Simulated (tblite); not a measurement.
Input of a run (GFN2-xTB geometry optimisation, gas phase (tblite 0.8.0)), started from a force field or distance geometry:
```
{"job": {"kind": "relax", "xc": "GFN2-xTB", "basis": "xTB"}, "charge": 0, "multiplicity": 2}
C     -1.691300    -0.047400     0.072300
N     -0.421500    -0.320500    -0.573200
C      0.612900     0.107600     0.080600
C      1.946300    -0.125200    -0.511300
N      3.136000     0.340100     0.192400
H     -2.326400     0.546100    -0.609100
H     -1.616500     0.507200     1.014400
H     -2.213100    -0.981800     0.279000
H      0.589600     0.656500     1.035100
H      1.992900    -0.678000    -1.451000
```

Output (eV, eV/Å):
```
step      E/eV     max force
  0    -397.97111    8.764
  1    -399.29542    1.403
  2    -399.34957    1.111
  3    -399.37010    1.347
  4    -399.38845    0.330
  5    -399.39270    0.211
  6    -399.39960    0.271
  7    -399.40122    0.164
  8    -399.40355    0.214
  9    -399.40720    0.272
 10    -399.41118    0.313
 11    -399.41533    0.237
 12    -399.41872    0.135
 13    -399.42182    0.189
 14    -399.42416    0.175
 15    -399.42564    0.097
 16    -399.42635    0.065
 17    -399.42674    0.059
 18    -399.42703    0.054
 19    -399.42718    0.039
 20    -399.42724    0.027
 21    -399.42728    0.025
 22    -399.42733    0.034
 23    -399.42737    0.027
 24    -399.42740    0.011
 25    -399.42741    0.011
 26    -399.42742    0.013
 27    -399.42743    0.016
 28    -399.42744    0.009
```

Q: Summarise the run.

A: The energy falls by 33.6 kcal/mol over 28 L-BFGS steps, the largest force on an atom goes from 8.76 to 0.009 eV/Å, and the atoms move by 0.117 Å rms after alignment. The bond that changes most is C4=N5 (ends: carbon bonded to C, N and H; nitrogen bonded to C), which shortens by 0.236 Å. Bonds longer at the end by more than 0.005 Å: 1 of 9; shorter: 5. Among the angles that change most is C1–N2–C3, from 114.3° to 122.1°. The energy never rose by more than 1e-5 eV on the way. The first step brought 91 % of the lowering.

Q: What are the final bond lengths?

A: C1–N2 1.423 Å, N2=C3 1.253 Å, C3–C4 1.482 Å, C4=N5 1.223 Å, C1–H6 1.091 Å, C1–H7 1.097 Å, C1–H8 1.091 Å, C3–H9 1.095 Å, C4–H10 1.099 Å. Numbering counts from 1 in the input's order; the species is `C/N=C/C=[N]` [radical].

The run took 0.11 s wall on Arm Neoverse V1, one thread, shared host with 32 logical CPUs at a one-minute load of 26.

Its GFN2-xTB frequencies are all real (lowest 96 cm⁻¹).

Shape of the structure used: `[CH3:1]/[N:2]=[CH:3]/[CH:4]=[N:5]`: N2–C3–C4–N5 180°.

One conformer stands for the species.

All values are computed, not measured.
